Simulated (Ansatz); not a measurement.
System: 2-methylprop-1-ene, C4H8 (charge 0, singlet). SMILES: C=C(C)C
Structure (B3LYP-D3(BJ)/def2-TZVP (Ansatz, a program for electronic structure) minimum search):
```
C
C 1 1.3301
H 2 1.0831 1 121.53
H 2 1.0831 3 116.94 1 -180.00
C 1 1.5018 2 122.22 3 0.00
H 5 1.0896 1 111.83 2 0.00
H 5 1.0944 6 108.38 1 122.37
H 5 1.0944 6 108.38 7 115.25
C 1 1.5018 2 122.22 3 -180.00
H 9 1.0896 1 111.83 2 0.00
H 9 1.0944 10 108.38 1 122.37
H 9 1.0944 10 108.38 11 115.25
```
Charge 0, spin multiplicity 1.

Quantity: vertical triplet-singlet gap (E(triplet) - E(singlet); each state is the SCF solution reached for its spin), in eV. Valence correlation only, unless marked. Open shells are spin-unrestricted. Spin-orbit coupling is left out. Non-relativistic. 

```tsv
level	program	vertical triplet-singlet gap (eV)
HF/aug-cc-pVDZ	Ansatz	3.53
RI-HF/aug-cc-pVTZ	Ansatz	3.50
SVWN5/def2-TZVPD	Ansatz	4.68
PBE/def2-TZVPD	Ansatz	4.40
r2SCAN/def2-TZVPD	Ansatz	4.14
B3LYP/def2-TZVPD	Ansatz	4.40
PBE0/def2-TZVPD	Ansatz	4.26
BHLYP/def2-TZVPD	Ansatz	4.22
CAM-B3LYP/def2-TZVPD	Ansatz	4.37
wB97M-V/def2-TZVPD	Ansatz	4.56
wB97X-V/def2-TZVPD	Ansatz	4.52
B2PLYP/def2-TZVPD	Ansatz	4.51
MP2/aug-cc-pVDZ	Ansatz	4.74
RI-MP2/aug-cc-pVTZ	Ansatz	4.75
SCS-MP2/aug-cc-pVDZ	Ansatz	4.76
CCSD/aug-cc-pVDZ	Ansatz	4.48
CCSD(T)/aug-cc-pVDZ	Ansatz	4.60
```
